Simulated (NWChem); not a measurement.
Species: hydrogen sulfide (H₂S); SMILES S

Program: NWChem. Structure relaxed at the PBE-D3(BJ)/def2-SVP level. Level: M05-2X/def2-SVP with COSMO at NWChem's default radii, gas-phase geometry; the question gives the dielectric constant.

Q: Estimate the computed values for dielectric constant 4.8. Quantities: electrostatic solvation energy (kcal/mol); dipole in solution (D).

A: 
```
Item                                       Value
-----------------------------------------  -----
electrostatic solvation energy (kcal/mol)   -2.5
dipole in solution (D)                      1.67
```
